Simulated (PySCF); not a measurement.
Calculation: PySCF with TPSSh-D3(BJ)/def2-TZVP // CAM-B3LYP-D3(BJ)/def2-TZVP. Isolated molecules, 0 K electronic values unless said otherwise. One relaxed conformer stands for a flexible species; it need not be the lowest. Delta-SCF ions had no search for a lower state. 

Reference species (SMILES): `FC(F)(F)F` (neutral, multiplicity 1).

| Item | Result |
|---|---|
| S1 oscillator strength | 0.000 |
| vertical ionisation energy (Delta-SCF) | 14.97 eV |
| HOMO–LUMO gap | 13.78 eV |
| HOMO | -11.37 eV |

Changed species: `FC(F)(S)S` (S–C–S–H torsion -65°, S–C–S–H torsion 65°) (2 of 4 F replaced by SH; the reference has 0 of 4 F replaced by SH).

Q: Predict the effect on the S1 oscillator strength, vertical ionisation energy (Delta-SCF), HOMO–LUMO gap and HOMO.

A: the S1 oscillator strength increases by 0.011, to 0.011; the vertical ionisation energy (Delta-SCF) decreases by 5.53 eV, to 9.44 eV; the HOMO–LUMO gap drops by 8.41 eV, to 5.37 eV; the HOMO rises by 4.61 eV, to -6.76 eV.
